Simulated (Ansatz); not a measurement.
```yaml
crystal:
  periodic: [false, false, false]
  atoms:
    - {symbol: O, position_ang: [0.379230, -1.582072, 0.852285]}
    - {symbol: S, position_ang: [-0.025418, -0.469665, 0.088158]}
    - {symbol: O, position_ang: [-0.940526, -0.546299, -1.002416]}
    - {symbol: O, position_ang: [-0.576193, 0.598568, 1.112667]}
    - {symbol: O, position_ang: [1.295515, 0.221103, -0.435137]}
    - {symbol: H, position_ang: [-1.244067, 1.139651, 0.671224]}
    - {symbol: H, position_ang: [1.111449, 0.638715, -1.286782]}
basis:
  gaussian: {orbitals: aug-pcseg-2}
magnetization: {spin_polarized: false, initial_magnetization: 2}
hamiltonian: {xc: {name: PBE0}}
output: {forces: true}
```

```sh
$ ansatz run in.yaml --threads 2 --pin off --events-out ev --progress --plain --max-ram 32768MiB --backend cpu
```

It prints (some lines left out):

```
Functional definition: PBE0
1237 factors; their error is unknown
mean field evaluation 1: about -19031.6449 eV, gradient 7.1e1 eV
mean field evaluation 2: about -19016.2714 eV, gradient 1.2e2 eV
mean field evaluation 4: about -19038.8998 eV, gradient 2.0e1 eV
mean field evaluation 8: about -19039.7594 eV, gradient 5.6e-1 eV
mean field evaluation 32: about -19039.7564 eV, gradient 3.5e0 eV
mean field evaluation 64: about -19039.7140 eV, gradient 6.3e0 eV
mean field -19039.82908888 eV, -699.7008133565 hartree, gradient 9.6e-6 eV, S^2 2.000000; 8 other end points of the search recorded, 0 dependent functions left out
reference -19039.82913419 eV, -699.7008150217 hartree; 26, 24 occupied and 254, 256 virtual orbitals, 1237 factors
Total energy: -19039.82913419 eV, -699.7008150217 hartree
Atom 0 at     0.379230    -1.582072     0.852285 Å, force     0.634653    -2.508715     0.984459 eV/Å
Atom 1 at    -0.025418    -0.469665     0.088158 Å, force     0.678375     2.179310     0.176186 eV/Å
Atom 2 at    -0.940526    -0.546299    -1.002416 Å, force    -1.108350    -0.552561    -0.810047 eV/Å
Atom 3 at    -0.576193     0.598568     1.112667 Å, force     0.736712    -1.341810     0.902644 eV/Å
Atom 4 at     1.295515     0.221103    -0.435137 Å, force     0.467286    -0.617047     1.790836 eV/Å
Atom 5 at    -1.244067     1.139651     0.671224 Å, force    -1.341023     1.863076    -0.835357 eV/Å
Atom 6 at     1.111449     0.638715    -1.286782 Å, force    -0.067653     0.977746    -2.208721 eV/Å
Dipole moment:     0.089003    -0.217233     0.151148 e Å
```

Hardware: 2 threads of a server CPU on a shared host. Wall time 93 s, peak host memory 1.4 GiB.
